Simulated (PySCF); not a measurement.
Species: C4H7N.
SMILES with atom numbers: `[NH2:1][C@@H:2]1[CH:3]=[CH:4][CH2:5]1`

Structure used (PBE0-D3(BJ)/def2-SVP), in Å, numbered top down from 1:
```xyz
12
C4H7N angstrom
N      1.689   -0.262   -0.491
C      0.411   -0.472    0.129
C     -0.785   -0.520   -0.797
C     -1.448    0.450   -0.149
C     -0.354    0.699    0.859
H      1.674    0.579   -1.066
H      2.420   -0.138    0.207
H      0.481   -1.365    0.776
H     -1.007   -1.146   -1.665
H     -2.443    0.887   -0.274
H     -0.612    0.532    1.920
H      0.163    1.669    0.772
```

NICS = −σ at a ghost point: NICS(0) at the centroid of the ring atoms, NICS(1) 1 Å to either side along the normal of their mean plane, zz for the tensor component along that normal. Level: GIAO CAM-B3LYP/pcSseg-2 (PySCF, non-relativistic, gas phase) on the PBE0-D3(BJ)/def2-SVP geometry, one conformer.

Ring bond lengths (Å): C2–C3 1.513, C3–C4 1.341, C4–C5 1.508, C5–C2 1.578.

Problem. What do the NICS probes read (ppm)?

Solution. 
| ring | type | NICS(0) | NICS(1), two faces | NICS(1)zz, two faces | rms pucker (Å) | centre to ring atoms, mean (Å) |
| --- | --- | --- | --- | --- | --- | --- |
| C2–C3–C4–C5 | 4-membered carbocycle; formal bonds 1 double, 3 single | 0.9 | -1.9 / -3.0 | 1.4 / -1.9 | 0.01 | 1.05 |

Problem. What do they say, and how far can they be read as aromaticity?

Solution. 
- C2–C3–C4–C5: mean NICS(1)zz -0.3 ppm, near zero. C2, C5 have four or more neighbours; no verdict on aromaticity is drawn. The two faces differ by 3.3 ppm, so no symmetry operation interchanges them.

Problem. What field does 11.7 T along the ring normal induce along that normal at the first NICS(1) probe listed for ring C2–C3–C4–C5, 1 Å off the ring?

Solution. NICSzz × B0 = 1.4 ppm × 11.7 T = 16 μT, along the applied field.

Problem. How shielded are the nuclei of the rings and their hydrogens (means over atoms taken as equivalent)?

Solution. 
```
atoms                   environment  σ isotropic (ppm)
   C2  sp3 carbon bound to nitrogen              122.2
   C3              alkene CH carbon               25.1
   C4              alkene CH carbon               31.8
   C5                allylic carbon              133.2
   H8              methine hydrogen              27.42
   H9              vinylic hydrogen              24.91
  H10              vinylic hydrogen              24.91
  H11            methylene hydrogen              28.50
  H12            methylene hydrogen              29.50
```

Problem. How do the values depend on the level or the medium?

Solution. 
| level | NICS(0), C2–C3–C4–C5 | mean NICS(1)zz, C2–C3–C4–C5 |
| --- | --- | --- |
| CAM-B3LYP/pcSseg-2, gas | 0.9 | -0.3 |
| PBE0/pcSseg-1, gas | 0.3 | 0.2 |

The geometry is the same throughout.
